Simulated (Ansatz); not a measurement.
System: hcp Tl. Method: r²SCAN+SOC in Ansatz (plane waves, PAW).

Numerical settings: plane-wave cutoff 560 eV, 18×18×10 k mesh (along the axes of the cell as run), Fermi–Dirac smearing 0.05 eV, PAW data made under PBE.

Results at a series of volumes:

```csv
V (Å³/atom),E − E_lowest (meV/atom),P (GPa)
28.474,5.31,1.494
29.067,1.28,0.702
29.661,0.00,0.003
30.254,1.14,-0.609
30.847,4.42,-1.148
```

Question: Estimate the bulk modulus from the pressures at 29.067 and 30.254 Å³/atom, and compare it with a fit to all energies.

Answer: B = −V dP/dV. Between V = 29.067 and 30.254 Å³/atom, dP/dV = (-0.609 − (0.702))/(30.254 − 29.067) = -1.10 GPa per Å³/atom; at the midpoint 29.660 Å³/atom this gives B ≈ 32.8 GPa. The third-order Birch–Murnaghan fit gives V0 = 29.665 Å³/atom, B0 = 32.6 GPa, B′ = 5.4, which lies within 1 % of that estimate.

Shape and atoms are relaxed at each volume.

Measured, for comparison: bulk modulus 37.4 GPa (copied from a table, unchecked, extrapolated to 0 K and zero-point effects removed; as tabulated in Lejaeghere et al. (2013), arXiv:1204.2733). Computed (rounded) less measured: bulk modulus not scored (unchecked).

Note: the bulk modulus comes from volumes at which shape and atoms were relaxed.

It cost about 70 core-minutes (a rough figure) of CPU time.

Ansatz is a quantum-chemistry and plane-wave program.
